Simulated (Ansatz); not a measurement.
## How the TO phonon frequency at X of rock-salt ZrC moves with the method

No measured value is used here.

| level (code) | value (cm⁻¹) | cell (Å³/atom) |
|---|---|---|
| LDA (Ansatz) | 478 | 12.50 |
| BLYP (Ansatz) | 426 | 13.49 |
| PBE (Ansatz) | 452 | 13.05 |
| revPBE (Ansatz) | 445 | 13.19 |
| PBE-D3(BJ) (Ansatz) | 470 | 12.76 |
| r²SCAN+rVV10 (Ansatz) | 457 | 13.00 |

PBE-D3(BJ): the dispersion coefficients are held fixed in the derivatives. Each level is taken at its own relaxed cell. Cutoffs differ between the levels. Ansatz's density-functional and Hartree–Fock values are scalar-relativistic unless marked +SOC, with PAW data made under PBE.

Ansatz is a first-principles code.
